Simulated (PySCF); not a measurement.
**Functional benchmark on one molecule**

Molecule: 2,2-dimethylbutane, C$_{6}$H$_{14}$.

Mapped SMILES: `[CH3:1][CH2:2][C:3]([CH3:4])([CH3:5])[CH3:6]`. Hydrogens are named by the atom that carries them.

Geometry PBE0-D3(BJ)/def2-SVP throughout; GIAO in PySCF 2.14.0 with density-fitted response routines, gas phase, one conformer, non-relativistic; equivalent atoms averaged; basis pcSseg-1.

Reference values (measured; solution, not stated in the table (CDCl3 in this author's series); The use of chemical shift calculations in the conformational analysis of substituted benzenes, New J. Chem. 2019 (ESI)): δ(H(C2)) = 1.21 ppm, δ(H(C1)) = 0.82 ppm, δ(H(C4)/H(C5)/H(C6)) = 0.86 ppm. Computed shifts are taken against TMS, calculated as an isolated molecule at each level.

Task: How do the functionals HF, LDA, PBE, BLYP, BP86, OPBE, KT2, KT3, B97-D, B3LYP, PBE0, mPW1PW91, WP04, B97-2, BHandHLYP, CAM-B3LYP, wB97X-D, LC-wPBE perform against the reference? Times are CPU seconds on shared hosts with different chips, so compare them loosely; the GGAs took longer than the global hybrids here, which isn't the general rule, and the cause wasn't traced.

Result: 
```tsv
functional	kind	H(C2)	H(C1)	H(C4)/H(C5)/H(C6)	mean abs. error H	core-s
HF	Hartree–Fock	0.86	0.92	0.81	0.17	9
LDA	LDA	1.22	0.93	0.92	0.06	25
PBE	GGA	1.19	0.95	0.91	0.07	30
BLYP	GGA	1.21	0.98	0.93	0.08	31
BP86	GGA	1.19	0.95	0.93	0.07	32
OPBE	GGA	1.17	0.91	0.88	0.05	32
KT2	GGA	1.20	0.97	0.93	0.08	32
KT3	GGA	1.19	0.95	0.90	0.06	28
B97-D	GGA	1.20	0.98	0.94	0.08	30
B3LYP	global hybrid	1.12	0.95	0.90	0.09	14
PBE0	global hybrid	1.09	0.92	0.88	0.08	15
mPW1PW91	global hybrid	1.08	0.92	0.88	0.08	20
WP04	global hybrid	1.06	0.90	0.86	0.08	18
B97-2	global hybrid	1.10	0.93	0.89	0.08	20
BHandHLYP	global hybrid	1.01	0.93	0.86	0.10	21
CAM-B3LYP	range-separated hybrid	1.08	0.94	0.89	0.09	26
wB97X-D	range-separated hybrid	1.05	0.92	0.88	0.09	23
LC-wPBE	range-separated hybrid	1.01	0.89	0.87	0.09	32
```

For $^{1}$H the closest is OPBE (0.05 ppm, with LDA, KT3, PBE, BP86, WP04, BLYP, KT2, PBE0 practically level) and the furthest HF (0.17 ppm). One molecule is a small sample, and vibrational and solvent effects are absent from the calculation.
